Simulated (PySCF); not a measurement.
# How the numerical set-up moves the result for Al2H6

The method stays; parts of the set-up, such as the basis or the Hamiltonian, are changed.

Program: PySCF 2.14.0. Level of theory: method and basis as typed in the scripts. These are calculated values, not measurements.

## (1) Starting geometry

Al2H6: 8 atoms, charge 0, spin multiplicity 1.

Bond lengths: Al1–Al2 2.548 Å, Al1–H3 1.706 Å, Al1–H4 1.706 Å, Al1–H5 1.546 Å, Al1–H6 1.546 Å, Al2–H3 1.706 Å, Al2–H4 1.706 Å, Al2–H7 1.546 Å, Al2–H8 1.546 Å. Angles: Al2–Al1–H3 41.7°, Al2–Al1–H4 41.7°, Al2–Al1–H5 115.9°, Al2–Al1–H6 115.9°, H3–Al1–H4 83.4°, H3–Al1–H5 109.1°, H3–Al1–H6 109.1°, H4–Al1–H5 109.1°, H4–Al1–H6 109.1°, H5–Al1–H6 128.1°, Al1–Al2–H3 41.7°, Al1–Al2–H4 41.7°, Al1–Al2–H7 115.9°, Al1–Al2–H8 115.9°, H3–Al2–H4 83.4°, H3–Al2–H7 109.1°, H3–Al2–H8 109.1°, H4–Al2–H7 109.1° and more.

## (2) The base run

The input, input.py:

```python
from pyscf import gto, scf, mcscf

mol = gto.M(
    atom='Al 1.2742 0 0; Al -1.2742 0 0; H 0 1.1348 0; H 0 -1.1348 0; H 1.9502 0 1.3904; H 1.9502 0 -1.3904; H -1.9502 0 1.3904; H -1.9502 0 -1.3904',
    basis='x2c-svpall',
    charge=0,
    spin=0,
    symmetry=True,
    verbose=4,
)
mf = scf.RHF(mol)
mf = mf.sfx2c1e()
mf.kernel()
mc = mcscf.CASSCF(mf, 5, 4)
mc.kernel()
mc.analyze()
mf.dip_moment()
print('orbital energies (hartree):', mf.mo_energy[..., max(0, mol.nelec[1]-3):mol.nelec[0]+3].round(4))
```

Launch:

```bash
$ OMP_NUM_THREADS=1 python input.py
```

Its log is not repeated here.

It gives: E(SCF) = -488.013284 Eh, 7 cycles, E(CAS) − E(SCF) = -0.00420 Eh, μ = 0.00 D (of the SCF density).

## (3) Cc-pvdz-dk

Run 1 changes basis set: x2c-svpall → cc-pvdz-dk.

The input, input.py:

```python
from pyscf import gto, scf, mcscf

mol = gto.M(
    atom='Al 1.2742 0 0; Al -1.2742 0 0; H 0 1.1348 0; H 0 -1.1348 0; H 1.9502 0 1.3904; H 1.9502 0 -1.3904; H -1.9502 0 1.3904; H -1.9502 0 -1.3904',
    basis='cc-pvdz-dk',
    charge=0,
    spin=0,
    symmetry=True,
    verbose=4,
)
mf = scf.RHF(mol)
mf = mf.sfx2c1e()
mf.kernel()
mc = mcscf.CASSCF(mf, 5, 4)
mc.kernel()
mc.analyze()
mf.dip_moment()
print('orbital energies (hartree):', mf.mo_energy[..., max(0, mol.nelec[1]-3):mol.nelec[0]+3].round(4))
```

Launch:

```bash
$ OMP_NUM_THREADS=1 python input.py
```

## (4) Sbkjc (core potential on, X2C off)

Run 2 changes basis set: x2c-svpall → sbkjc; core potential: off → on; spin-free X2C: on → off. The core potential changes with it: totals don't compare.

Edit input.py of step 2 so:

```diff
@@ -4,3 +4,4 @@
     atom='Al 1.2742 0 0; Al -1.2742 0 0; H 0 1.1348 0; H 0 -1.1348 0; H 1.9502 0 1.3904; H 1.9502 0 -1.3904; H -1.9502 0 1.3904; H -1.9502 0 -1.3904',
-    basis='x2c-svpall',
+    basis='sbkjc',
+    ecp={'Al': 'sbkjc'},
     charge=0,
@@ -11,3 +12,2 @@
 mf = scf.RHF(mol)
-mf = mf.sfx2c1e()
 mf.kernel()
```

## (5) 6-31g (X2C off)

Run 3 changes basis set: x2c-svpall → 6-31g; spin-free X2C: on → off.

Edit input.py of step 2 so:

```diff
@@ -4,3 +4,3 @@
     atom='Al 1.2742 0 0; Al -1.2742 0 0; H 0 1.1348 0; H 0 -1.1348 0; H 1.9502 0 1.3904; H 1.9502 0 -1.3904; H -1.9502 0 1.3904; H -1.9502 0 -1.3904',
-    basis='x2c-svpall',
+    basis='6-31g',
     charge=0,
@@ -11,3 +11,2 @@
 mf = scf.RHF(mol)
-mf = mf.sfx2c1e()
 mf.kernel()
```

Before running it: what results should come out? Wanted: for each run, E(SCF); from base; gap; SCF dipole; after the SCF.

**Answer**, as computed:

```tsv
run	E(SCF) (hartree)	from base (eV)	cycles	gap (eV)	SCF dipole (D)	functions	after the SCF
base	-488.013284	0	7	13.78	0.00	66	CASSCF correlation -0.114 eV
cc-pvdz-dk	-488.171068	-4.2935	7	13.62	0.00	66	CASSCF correlation -0.121 eV
sbkjc (core potential on, X2C off)	-7.222526	not comparable	7	13.37	0.00	28	CASSCF correlation -0.015 eV
6-31g (X2C off)	-487.202855	not comparable	7	13.49	0.00	38	CASSCF correlation -0.065 eV
```

What this shows: cc-pvdz-dk (66 functions) gives an energy 4.29 eV lower than x2c-svpall (66).
